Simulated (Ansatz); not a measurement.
C2H (SMILES [C]#C) moved off its minimum; all values from Ansatz (a program for electronic structure), cores frozen in correlated methods. Open shells are unrestricted.
(charge 0, multiplicity 2)
```xyz
3

C     -0.05824    -0.05300    -0.73343
C     -0.05073    -0.00193     0.36966
H     -0.06683    -0.13005     1.47221
```

Forces at HF/def2-TZVPP (eV/Å):

```
atom      Fx      Fy       Fz
----  ------  ------  -------
C1    -0.045  -0.276  -12.743
C2    -0.025  -0.271   14.756
H3     0.071   0.548   -2.013
```

### Question
Give the forces (eV/Å), the total energy and the dipole at CCSD(T)/aug-cc-pVTZ.

### Answer

```tsv
atom	Fx	Fy	Fz
C1	-0.070	-0.452	-14.897
C2	0.015	0.024	16.536
H3	0.055	0.428	-1.639
```
Energy -76.4427 hartree, dipole 0.76 D.
